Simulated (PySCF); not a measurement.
Job file and geometry (Å, from PBE0-D3(BJ)/def2-SVP) of an NMR shielding run on SMILES c1ccsc1, C$_{4}$H$_{4}$S, GIAO PBE0/pcSseg-1 NMR shielding, non-relativistic, gas phase (PySCF 2.14.0, density-fitted response routines); density fitting, a coarse starting grid and PySCF grid level 2 are the driver's defaults:

```
{"job": {"kind": "nmr", "xc": "PBE0", "basis": "pcSseg-1"}, "charge": 0, "multiplicity": 1}
C      0.854912     0.483970     0.185941
C     -0.528880     0.819311     0.219641
C     -1.330948    -0.233308    -0.136089
S     -0.407972    -1.631331    -0.511481
C      1.068620    -0.814963    -0.194749
H      1.660241     1.175344     0.437821
H     -0.915958     1.799735     0.500647
H     -2.418109    -0.261608    -0.196650
H      2.018105    -1.337144    -0.305064
```

**Question.** What does the program print?

**Answer.** 
```
coarse grid: 8448 points
cycle   1  E = -552.5870053080  dE =  8.381e-01  |g| = 2.983e-01  |ddm| = 2.965e+00
cycle   2  E = -552.5658116306  dE =  2.119e-02  |g| = 4.060e-01  |ddm| = 6.784e-01
cycle   3  E = -552.6102867000  dE = -4.448e-02  |g| = 6.649e-02  |ddm| = 4.700e-01
cycle   4  E = -552.6114993979  dE = -1.213e-03  |g| = 2.483e-02  |ddm| = 1.014e-01
cycle   5  E = -552.6116461029  dE = -1.467e-04  |g| = 7.011e-03  |ddm| = 2.527e-02
cycle   6  E = -552.6116582335  dE = -1.213e-05  |g| = 1.901e-03  |ddm| = 9.095e-03
cycle   7  E = -552.6116589798  dE = -7.463e-07  |g| = 1.975e-04  |ddm| = 1.752e-03
final grid: 78072 points
cycle   8  E = -552.6443443792  dE = -1.163e-05  |g| = 7.825e-03  |ddm| = 2.423e-02
cycle   9  E = -552.6443234222  dE =  2.096e-05  |g| = 1.161e-02  |ddm| = 1.863e-02
cycle  10  E = -552.6443599300  dE = -3.651e-05  |g| = 1.115e-03  |ddm| = 1.294e-02
cycle  11  E = -552.6443602827  dE = -3.527e-07  |g| = 2.826e-04  |ddm| = 1.363e-03
cycle  12  E = -552.6443603022  dE = -1.951e-08  |g| = 3.642e-05  |ddm| = 2.669e-04
cycle  13  E = -552.6443603025  dE = -3.197e-10  |g| = 1.408e-05  |ddm| = 6.026e-05
converged SCF energy = -552.6443603025

GIAO shielding tensors (ppm)
atom      isotropic    diamagn.    paramagn.     s11        s22        s33       span
  0 C       52.980     252.077    -199.097    -32.116     38.874    152.182    184.297
  1 C       52.967     252.079    -199.112    -32.114     38.842    152.174    184.288
  2 C       51.601     258.656    -207.056    -40.250     49.973    145.079    185.329
  3 S      275.021    1055.856    -780.835    137.700    270.728    416.635    278.935
  4 C       51.589     258.655    -207.066    -40.249     49.941    145.075    185.324
  5 H       24.079      30.210      -6.131     21.017     24.077     27.143      6.127
  6 H       24.080      30.210      -6.130     21.016     24.078     27.147      6.131
  7 H       24.093      30.089      -5.996     21.136     24.367     26.774      5.638
  8 H       24.094      30.089      -5.995     21.136     24.369     26.777      5.640
```

**Question.** Turn these shieldings into chemical shifts. Shifts are taken against calculated references (same method and geometry level): TMS for ¹³C (184.41 ppm) and ¹H (31.27 ppm); ³³S (495.66 ppm) vs CS2.

**Answer.** Averaging equivalent atoms: C 2/4: 132.8; C 0/1: 131.4; S 3: 221; H 5/6: 7.19; H 7/8: 7.17 ppm. 

Size and cost of the density-fitted run: 112 basis functions, 5.4 s wall time on 1 thread of an x86-64 server CPU, shared host.
